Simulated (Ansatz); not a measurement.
Consider the formal hydrolysis of a C–C bond: `C=C(C)C(C)C` + H₂O → `C=C(C)O` + `CCC`.

Computed with Ansatz on PBE0-D4/def2-TZVP structures; ΔE is electronic, products minus reactants. CBS: MP2 limit from def2 TZ/QZ plus the TZ coupled-cluster correction, frozen cores. This one scheme is used for every species. Functionals use def2-TZVPP. B3LYP here is the variant with VWN-RPA as its local correlation; programs differ in this. One conformer a species, not always the lowest.

```
             level  ΔE (kcal/mol)  difference from CCSD(T)/CBS
       LDA (SPW92)            1.5                         -5.1
            PBE-D4            1.9                         -4.7
           BLYP-D4            2.1                         -4.5
          B3LYP-D4            2.5                         -4.1
        r2SCAN0-D4            2.4                         -4.2
      CAM-B3LYP-D4            1.9                         -4.7
          PBE-QIDH            3.8                         -2.8
            revPBE           -1.8                         -8.4
            r2SCAN            0.7                         -5.9
             B3LYP           -1.2                         -7.8
           r2SCAN0            1.5                         -5.1
             BHLYP           -0.1                         -6.7
       HF/def2-SVP           -3.3                         -9.9
     CCSD/def2-SVP            1.8                         -4.8
CCSD(T)/def2-TZVPP            5.6                         -1.0
      HF/CBS(def2)           -0.9                         -7.5
       CCSD(T)/CBS            6.6                            0
```

Largest T1 diagnostic among the species: 0.012.

At CCSD(T), def2-SVP lies −4.2 kcal/mol from the extrapolated value and def2-TZVPP −0.9 kcal/mol. From PBE to PBE0 (25 % exact exchange), in def2-TZVPP and without D4, ΔE moves by +1.1 kcal/mol.
